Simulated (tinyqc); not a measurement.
UHF in the sto-3g basis, for OH-, spin multiplicity 1, step by step. The basis has no diffuse functions, so it cannot describe the extra electron: this is an exercise in the method, not the real anion. One step of it, computed by the program tinyqc.

Problem. Iteration 1: diagonalisation and new density. Diagonalise F' = X^T F X, C = X C', fill 5 alpha and 5 beta electrons from the bottom; D(s) = C_occ C_occ^T; the new density keeps 0.3 of the old one (damping). Each column has its largest component positive (the first on a tie).

F(alpha) (hartree), lower triangle:
```
             1O 1s      1O 2s     1O 2px     1O 2py     1O 2pz     2H 1s
1O 1s   -19.259199
1O 2s    -4.952703  -1.700853
1O 2px   -0.002620   0.081185   0.362696
1O 2py   -0.004537   0.140585   0.115553   0.496067
1O 2pz   -0.011862  -0.049946   0.053831   0.093217   0.251545
2H 1s    -0.869619  -0.589260  -0.044795  -0.077570  -0.224163  0.037548
```

F(beta) (hartree), lower triangle:
```
             1O 1s      1O 2s     1O 2px     1O 2py     1O 2pz     2H 1s
1O 1s   -19.259199
1O 2s    -4.952703  -1.700853
1O 2px    0.002620  -0.081185   0.362696
1O 2py    0.004537  -0.140585   0.115553   0.496067
1O 2pz   -0.011862  -0.049946  -0.053831  -0.093217   0.251545
2H 1s    -0.869619  -0.589260   0.044795   0.077570  -0.224163  0.037548
```

X:
```
                1          2          3         4          5         6
1O 1s    0.291950   0.760523   0.000000  0.000000   0.592070  0.223185
1O 2s   -0.856213  -0.470378   0.000000  0.000000   0.374613  0.455337
1O 2px   0.000000   0.000000   0.993734  0.111772   0.000000  0.000000
1O 2py   0.000000   0.000000  -0.111772  0.993734   0.000000  0.000000
1O 2pz  -0.638284   0.569006   0.000000  0.000000  -0.583779  0.317824
2H 1s    1.005872  -0.260063   0.000000  0.000000  -0.223411  0.524489
```

D(alpha) at the start, lower triangle:
```
            1O 1s      1O 2s     1O 2px     1O 2py     1O 2pz     2H 1s
1O 1s    1.051586
1O 2s   -0.222275   0.991972
1O 2px   0.035876  -0.179387   0.896212
1O 2py   0.062126  -0.310639  -0.179727   0.688772
1O 2pz   0.018980  -0.031568  -0.136806  -0.236902   0.992659
2H 1s   -0.015732  -0.101797   0.278866   0.482903  -0.125313  0.655137
```

D(beta) at the start, lower triangle:
```
            1O 1s      1O 2s     1O 2px     1O 2py     1O 2pz     2H 1s
1O 1s    1.051586
1O 2s   -0.222275   0.991972
1O 2px  -0.035876   0.179387   0.896212
1O 2py  -0.062126   0.310639  -0.179727   0.688772
1O 2pz   0.018980  -0.031568   0.136806   0.236902   0.992659
2H 1s   -0.015732  -0.101797  -0.278866  -0.482903  -0.125313  0.655137
```

overlap S, lower triangle:
```
           1O 1s     1O 2s    1O 2px    1O 2py    1O 2pz     2H 1s
1O 1s   1.000000
1O 2s   0.236704  1.000000
1O 2px  0.000000  0.000000  1.000000
1O 2py  0.000000  0.000000  0.000000  1.000000
1O 2pz  0.000000  0.000000  0.000000  0.000000  1.000000
2H 1s   0.040958  0.402085  0.000000  0.000000  0.350959  1.000000
```

Give: F' = X^T F X; orbital energies; coefficients C; F' = X^T F X; orbital energies; coefficients C; D(alpha) after iteration 1; D(beta) after iteration 1.

Solution.

F' = X^T F X (alpha) (hartree), lower triangle:
```
         1        2       3       4        5        6
1   0.4700
2  -1.7612  -7.6056
3  -0.1198   0.0017  0.3387
4  -0.2743   0.0038  0.0979  0.5201
5  -1.4320  -8.2370  0.0060  0.0136  -8.7991
6  -0.6366  -4.1990  0.0240  0.0550  -4.8267  -2.8588
```

orbital energies (alpha) (hartree): MO1 -19.2684, MO2 -0.5238, MO3 0.0881, MO4 0.2960, MO5 0.4262, MO6 1.0473

coefficients C (alpha):
```
            MO1      MO2      MO3      MO4      MO5      MO6
1O 1s    0.9942  -0.2407   0.0922   0.0000   0.0086   0.0953
1O 2s    0.0246   0.8943  -0.4573   0.0000  -0.1191  -0.5276
1O 2px   0.0000  -0.0622   0.0566   0.8660   0.4247  -0.2503
1O 2py   0.0000  -0.1077   0.0980  -0.5001   0.7354  -0.4335
1O 2pz   0.0026   0.0829   0.6550   0.0000  -0.4905  -0.7046
2H 1s   -0.0059   0.2256   0.5527   0.0000   0.4894   0.8991
```

F' = X^T F X (beta) (hartree), lower triangle:
```
         1        2        3        4        5        6
1   0.4700
2  -1.7612  -7.6056
3   0.1198  -0.0017   0.3387
4   0.2743  -0.0038   0.0979   0.5201
5  -1.4320  -8.2370  -0.0060  -0.0136  -8.7991
6  -0.6366  -4.1990  -0.0240  -0.0550  -4.8267  -2.8588
```

orbital energies (beta) (hartree): MO1 -19.2684, MO2 -0.5238, MO3 0.0881, MO4 0.2960, MO5 0.4262, MO6 1.0473

coefficients C (beta):
```
            MO1      MO2      MO3      MO4      MO5      MO6
1O 1s    0.9942  -0.2407   0.0922   0.0000  -0.0086   0.0953
1O 2s    0.0246   0.8943  -0.4573   0.0000   0.1191  -0.5276
1O 2px   0.0000   0.0622  -0.0566   0.8660   0.4247   0.2503
1O 2py   0.0000   0.1077  -0.0980  -0.5001   0.7354   0.4335
1O 2pz   0.0026   0.0829   0.6550   0.0000   0.4905  -0.7046
2H 1s   -0.0059   0.2256   0.5527   0.0000  -0.4894   0.8991
```

D(alpha) after iteration 1, lower triangle:
```
          1O 1s    1O 2s   1O 2px   1O 2py  1O 2pz   2H 1s
1O 1s    1.0539
1O 2s   -0.2305   1.0142
1O 2px   0.0275  -0.1463   0.9250
1O 2py   0.0475  -0.2533  -0.1299   0.7751
1O 2pz   0.0329  -0.1263  -0.1645  -0.2849  0.7713
2H 1s   -0.0082  -0.1071   0.2412   0.4177  0.0609  0.6137
```

D(beta) after iteration 1, lower triangle:
```
          1O 1s    1O 2s   1O 2px   1O 2py  1O 2pz   2H 1s
1O 1s    1.0539
1O 2s   -0.2305   1.0142
1O 2px  -0.0275   0.1463   0.9250
1O 2py  -0.0475   0.2533  -0.1299   0.7751
1O 2pz   0.0329  -0.1263   0.1645   0.2849  0.7713
2H 1s   -0.0082  -0.1071  -0.2412  -0.4177  0.0609  0.6137
```
